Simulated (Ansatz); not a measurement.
A made-up structure of Al2H2F, doublet:

F1  (1.177, 1.409, -2.514)
Al2  (-0.597, -0.683, 0.123)
Al3  (1.029, 1.110, -0.736)
H4  (-0.406, -2.260, 0.074)
H5  (2.103, 1.978, 0.076)
(Å)

It is relaxed with PBE-D4/def2-SVP and then PBE0-D4/def2-TZVP (Ansatz 0.2.0). Atoms count as bonded within 1.22 times the sum of their covalent radii (H–H: 0.88 Å). The end point is not checked to be a true minimum.

Q: Does its bonding change? (A judgement: the text doesn't fix the answer.)

A: Computed: No: no bond forms or breaks.

Where it ends: The first stage lowers the energy by 0.22 eV in 9 steps. It ends as Al₂H₂F ([F][AlH][AlH]):
```xyz
5
angstrom
F 1.0860 1.4354 -2.4178
Al -0.5766 -0.6693 -0.0107
Al 1.1586 1.0500 -0.8054
H -0.4262 -2.2543 0.1599
H 2.0641 1.9925 0.0974
```

Labels in which every atom is bracketed show which atoms are joined, not bond orders.

For scale, one of the runs: PBE0-D4/def2-TZVP relaxation, 117 basis functions, launched by `ansatz run in.yaml --threads 2 --pin off --events-out ev --progress --plain --max-ram 4352MiB`. The run took about 23 s on 2 CPU threads of an Arm Neoverse V2 (shared host).
